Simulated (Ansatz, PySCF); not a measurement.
Species: trifluoroborane, BF3, net charge 0, singlet state. 
Coordinates optimised at B3LYP-D3(BJ)/def2-TZVP (Ansatz, a quantum-chemistry and plane-wave program):
SMILES: FB(F)F
```xyz
4

B      0.0000     0.0000     0.0000
F      0.0168     1.3152     0.0316
F      1.1308    -0.6724    -0.0050
F     -1.1476    -0.6428    -0.0266
```


Quantity: enthalpy of formation at 298 K (from the atomisation energy, B3LYP-D3(BJ)/def2-TZVP harmonic zero-point and thermal terms from PySCF, and the atoms' enthalpies of formation in the G2/97 table, which holds older values for B and Si; no spin-orbit terms, and no core term in the frozen-core levels), in kcal/mol. Valence correlation only, unless marked. UHF or UKS for open shells. No spin-orbit coupling. Non-relativistic. The coupled-cluster limit lacks core correlation, which all-electron functionals hold. CBS(X,Y): correlation extrapolated as X^-3; Hartree-Fock from the larger set.

```json
[
 {"level": "HF-D4/def2-TZVPD", "program": "PySCF + dftd4", "enthalpy of formation at 298 K (kcal/mol)": "-166.3"}
]
```

### Question
Predict the CCSD(T)/CBS(cc-pVTZ,cc-pVQZ) result (Ansatz).

### Answer
-270.8 kcal/mol, so HF-D4/def2-TZVPD differs from it by 104.5 kcal/mol.
